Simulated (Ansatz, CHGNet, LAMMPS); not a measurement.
How well does each level of theory give the TO(Γ) frequency of 3C-SiC?

Reference value: 796 cm⁻¹ (measured, temperature not stated, no zero-point or thermal correction; as tabulated in Wang et al. (1996), arXiv:mtrl-th/9510002).

```tsv
level (code)	value (cm⁻¹)	cell (Å³/atom)
Tersoff SiC_1990.tersoff (LAMMPS)	1086	9.99
CHGNet-r²SCAN	266	10.32
LDA (Ansatz)	798	10.14
PBE (Ansatz)	?	10.50
r²SCAN (Ansatz)	798	10.33
```

Q: Some entries are withheld; supply them.

A: 
- PBE (Ansatz, a first-principles code), value (cm⁻¹): 775

Differences against the reference: Tersoff SiC_1990.tersoff +36 %, CHGNet-r²SCAN -67 %, LDA +0.3 %, PBE -2.6 %, r²SCAN +0.3 %.

Once the reference is moved by up to 3.0 % (a margin picked here for doubts on the reference and the settings, and for temperature and zero-point motion) and values within 0.7 % count as equal, the nearest can be LDA (+0.3 %), r²SCAN (+0.3 %) or PBE (-2.6 %). Among them CHGNet-r²SCAN (-67 %) misses by most. Within 10 %: LDA, PBE, r²SCAN.

The reference isn't brought to a static lattice, while the calculations are for one, so the differences are not the levels' errors alone.  Each level is taken at its own relaxed cell. Cutoffs differ between the levels. Ansatz's density-functional and Hartree–Fock values are scalar-relativistic unless marked +SOC, with PAW data made under PBE.

Empirical potentials (Tersoff SiC_1990.tersoff) are fitted to chosen data: where that held the value shown, agreement is built in, and what lay outside the fit can be far off. Machine-learned potentials (CHGNet-r²SCAN) are trained on DFT data: a solid inside that data is no test of them.

Differences are worked out from the printed values.
